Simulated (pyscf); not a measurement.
A first-order saddle from PySCF, ωB97X-D3(BJ)/def2-SVP:

```xyz
13

C     -1.6449     0.0756     0.2164
C     -0.2749    -0.2666    -0.1433
C      0.1684    -1.2051    -0.9776
H     -2.2671     0.4848    -0.5985
H     -2.2001    -0.6939     0.7747
H      1.2457    -1.3432    -1.1508
H     -0.4814    -1.8971    -1.5420
C      0.3005     1.5815     1.2728
O     -1.4501     1.1978     1.2002
H      0.7917     1.8890     0.3503
H      0.8540     0.8195     1.8187
H      0.0224     2.4342     1.9158
H     -1.9644     1.9880     0.9559
```
Charge 0, spin multiplicity 1.

Surface: singlet, charge 0. Lowest wavenumbers (cm⁻¹): 686i, 83, 174, 211, 298.

Problem. Which two sides does it connect, and which bonds change?

Solution. allene (H₂C=C=CH₂) + methanol (H₃C–OH) <-> H₂C=C(CH₃)–CH₂–OH, an addition across a multiple bond or ene-type step read from left to right: C–O broken and C–O, C–C formed. At ωB97M-D3(BJ)/def2-TZVP it lies +343.6 kJ/mol from the left side and +506.8 kJ/mol from the right (each side as separated species at their lowest minima found). On the product side the descent ends in a point that may be a rotor saddle (no frequency run), 5.8 kJ/mol over the lowest minimum found and 515.9 kJ/mol under the saddle at ωB97X-D3(BJ)/def2-TZVP. From the product side, •H₂C–C(=CH₂)–CH₃ + OH• lies, by one bond made or cut, 148.6 kJ/mol under this saddle at ωB97M-D3(BJ)/def2-TZVP. H₂C=C(CH₃)–CH₂–OH lies 77.2 kJ/mol over its isomer H₃C–CH₂–C(CH₃)=O (electronic energy, ωB97M-D3(BJ)/def2-TZVP). This is the saddle that the search found; another between the same sides may lie lower.
